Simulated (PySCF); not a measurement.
PySCF input:

```python
from pyscf import gto, scf, dft

mol = gto.M(
    atom='''
    C     0.00000000    0.00000000    0.00000000
    H    -0.91735784   -0.13145752   -0.63016769
    H     0.19015165    1.06908770   -0.27718520
    H    -0.34859334   -0.62708691    0.86091956
    H     1.07579953   -0.31054327    0.04643333
    ''',
    basis='def2-tzvpd',
    charge=1,
    spin=1,
    verbose=4,
)

mf = dft.UKS(mol, xc='m062x').density_fit(auxbasis='def2-universal-jkfit')
mf.grids.level = 4
mf.conv_tol = 1e-9
mf.max_cycle = 100
mf.max_memory = 1500
mf.kernel()
if not mf.converged:
    mf = mf.newton()
    mf.kernel(mf.make_rdm1())
for _ in range(2):
    mo, _, stable, _ = mf.stability(return_status=True)
    if stable:
        break
    mf.kernel(mf.make_rdm1(mo, mf.mo_occ))
mf.analyze()
```

Q: What final total energy does it print?

A: -40.03122 Eh (M06-2X/def2-TZVPD).
